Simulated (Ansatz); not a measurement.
Species: H3Si, SMILES `[SiH3]` (charge 0, multiplicity 2).

Q: Give a relaxed geometry from PBE-D3(BJ)/def2-TZVP in Ansatz (a program for electronic structure).

A: the end point of this relaxation (outside a Z-matrix the atoms follow the SMILES, hydrogens last).
Z-matrix (Å, degrees):
```
Si
H 1 1.4954
H 1 1.4954 2 111.23
H 1 1.4954 2 111.23 3 124.60
```
